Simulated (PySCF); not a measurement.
Species: trifluoromethoxymethane, C2H3F3O.
Numbering: `[CH3:1][O:2][C:3]([F:4])([F:5])[F:6]` (hydrogens: H7, H8, H9 on C1)

Structure used (GFN2-xTB), in Å, numbered top down from 1:
```
atom  x, y, z in Å
C1    -1.1758    0.0399   -0.2307
O2     0.0317    0.7958   -0.0669
C3     1.0887    0.0907    0.2801
F4     1.4195   -0.8647   -0.6112
F5     2.1409    0.8862    0.4066
F6     0.9446   -0.5634    1.4496
H7    -1.4533   -0.4448    0.7072
H8    -1.0560   -0.7054   -1.0192
H9    -1.9268    0.7717   -0.5135
```

The closed-shell ground state was solved at several levels (PySCF, density fitting, gas phase, non-relativistic).

| level | basis functions | HOMO (eV) | LUMO (eV) | gap (eV) | dipole (D) |
| --- | --- | --- | --- | --- | --- |
| PBE0/def2-SVPD | 156 | -9.76 | 0.62 | 10.38 | 2.71 |
| CAM-B3LYP/def2-SVPD | 156 | -11.28 | 1.17 | 12.45 | 2.77 |
| PBE0/pcSseg-1 | 117 | -9.66 | 1.61 | 11.27 | 2.77 |

**Question.** Estimate the row for B3LYP/pcJ-1, a basis of 192 functions; the other rows only guide the guess.

**Answer.** HOMO -9.37 eV, LUMO 1.27 eV, gap 10.64 eV, dipole 2.75 D.

**Question.** Over all these levels, which gives the widest orbital gap and which the narrowest?

**Answer.** CAM-B3LYP/def2-SVPD (range-separated hybrid) has the widest, 12.45 eV, and PBE0/def2-SVPD (global hybrid, 25 % exact exchange) the narrowest, 10.38 eV. The two share the basis. From the narrowest to the widest the HOMO moves by -1.52 eV and the LUMO by +0.55 eV.

**Question.** How far do the dipole and the HOMO energy spread over the levels?

**Answer.** The dipole runs from 2.71 to 2.77 D (mean 2.75 D) and the HOMO from -11.28 to -9.37 eV.
